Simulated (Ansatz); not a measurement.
# Forces on a displaced structure

CH₄NO (SMILES NC[O-]) (charge -1), closed shell, at a frame of a short PBE0-D4/def2-SVPD trajectory.

| atom | x (Å) | y (Å) | z (Å) |
| --- | --- | --- | --- |
| N1 | -0.4016 | 0.3492 | -0.8325 |
| C2 | 0.3881 | -0.1705 | 0.3035 |
| O3 | -0.1399 | -0.5320 | 1.5347 |
| H4 | -1.1016 | -0.4043 | -1.0421 |
| H5 | -1.0080 | 1.0878 | -0.4945 |
| H6 | 1.0971 | 0.7377 | 0.5007 |
| H7 | 1.0050 | -1.0006 | -0.0673 |

Ansatz 0.2.0; basis: def2-TZVPPD; cores frozen in the correlated methods.

CCSD(T) forces from the calculation:
```tsv
atom	Fx	Fy	Fz (eV/Å)
N1	-1.506	-1.467	-0.625
C2	1.559	1.207	3.070
O3	-0.561	0.339	-1.741
H4	0.637	0.651	0.089
H5	0.052	0.258	0.363
H6	-0.308	-0.933	-0.496
H7	0.126	-0.055	-0.660
```

Q: Which atom feels the largest CCSD(T) force, and how large is it?

A: C2, 3.65 eV/Å, along (0.43, 0.33, 0.84).

Root-mean-square difference of the force components from those of CCSD(T): PBE-D4 0.223; r2SCAN-D4 0.152; PBE0-D4 0.206; wB97M-V 0.112 eV/Å.

T1 diagnostic: at most 0.020. These are differences at one structure, and CCSD(T) in triple zeta is itself an approximation.

For scale, one of the runs: CCSD(T)/def2-TZVPPD forces, 182 basis functions, launched by `ansatz run in.yaml --threads 2 --pin off --events-out ev --progress --plain --max-ram 3481MiB`. Time: 7.3 min of wall clock on 2 CPU threads of an Arm Neoverse V1; the host was shared. Peak host memory: 1.9 GiB.
